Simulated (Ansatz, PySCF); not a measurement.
Ligands exchanged one at a time, Al H-F. Isolated molecules, 0 K electronic values unless said otherwise. Strings in code marks are SMILES.

Quantity: redistribution energy (mixed species minus the weighted end members), in kcal/mol.

Level 1: frozen-core MP2/cc-pVQZ // CAM-B3LYP-D3(BJ)/def2-TZVP (Ansatz, a first-principles code)
Level 2: B3LYP/6-311+G** // CAM-B3LYP-D3(BJ)/def2-TZVP (PySCF)
Level 3: PBE/6-31G* // CAM-B3LYP-D3(BJ)/def2-TZVP (PySCF)
Level 4: SVWN5/6-31G* // CAM-B3LYP-D3(BJ)/def2-TZVP (PySCF)

```tsv
species	level 1	level 2	level 3	level 4
2 of 3 H replaced by F: `[F][AlH][F]`	-3.47	-4.54	-4.16	-4.34
1 of 3 H replaced by F: `[F][AlH2]`	-2.15	-3.10	-2.46	-2.43
```
